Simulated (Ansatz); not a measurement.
**CH2NO radical (SMILES N[C]=O): functionals against CCSD(T) at one geometry**

The task here is to estimate one member of a computed series from the others.

Method: single points in def2-TZVPP; program: Ansatz 0.2.0, Gaussian basis.

Correlated methods freeze the cores. Orbitals are unrestricted.

## Where the work starts

SMILES `N[C]=O`, 5 atoms, charge 0, spin multiplicity 2.

Atoms are counted from 1 here; the program's logs count them from 0.

Bond lengths: N1–C2 1.313 Å, N1–H4 1.073 Å, N1–H5 1.079 Å, C2–O3 1.259 Å. Angles: C2–N1–H4 120.5°, C2–N1–H5 123.4°, H4–N1–H5 116.1°, N1–C2–O3 132.8°.

Coordinates:

```xyz
5

N    -0.3307    0.2904   -0.2549
C     0.7918   -0.3184    0.0485
O     1.1337   -1.0534    1.0118
H    -0.3977    0.9025   -1.1338
H    -1.2359    0.1921    0.3249
```

Set-up of the first run:

Input file run/in.yaml:

```yaml
crystal:
  periodic: [false, false, false]
  atoms:
    - {symbol: N, position_ang: [-0.330700, 0.290400, -0.254900]}
    - {symbol: C, position_ang: [0.791800, -0.318400, 0.048500]}
    - {symbol: O, position_ang: [1.133700, -1.053400, 1.011800]}
    - {symbol: H, position_ang: [-0.397700, 0.902500, -1.133800]}
    - {symbol: H, position_ang: [-1.235900, 0.192100, 0.324900]}
basis:
  gaussian: {orbitals: def2-TZVPP}
magnetization: {spin_polarized: true, initial_magnetization: 1}
correlation: {method: ccsd_t}
scf: {omitted_lower_state_checks: [cluster_reference]}
output: {forces: true}
```

The command line of these runs was not kept.

Steps of the session up to this table: CCSD(T)/def2-TZVPP; PBE0-D4/def2-TZVPP; wB97M-V/def2-TZVPP; r2SCAN-D4/def2-TZVPP; PBE-D4/def2-TZVPP; HSE06-D4/def2-TZVPP; LC-wPBE/def2-TZVPP.

One of the session's tables, all rows but one given; the rest of the session is left out.

| method | RMS force component (eV/Å) | angle to CCSD(T) forces (°) | dipole (D) |
| --- | --- | --- | --- |
| CCSD(T) | 2.078 | reference | 4.19 |
| PBE0-D4 | 2.121 | 8.9 | 4.31 |
| wB97M-V | 2.152 | 6.2 | 4.31 |
| r2SCAN-D4 | 1.963 | 6.2 | 4.26 |
| PBE-D4 | 1.738 | 3.9 | 4.08 |
| HSE06-D4 | ? | ? | ? |
| LC-wPBE | 2.276 | 8.7 | 4.42 |

**Question.** Estimate the row for HSE06-D4.

The run gave: RMS force component (eV/Å): 2.114; angle to CCSD(T) forces (°): 8.8; dipole (D): 4.30. In the column «RMS force component (eV/Å)» it lies between CCSD(T) (2.078) and PBE0-D4 (2.121).
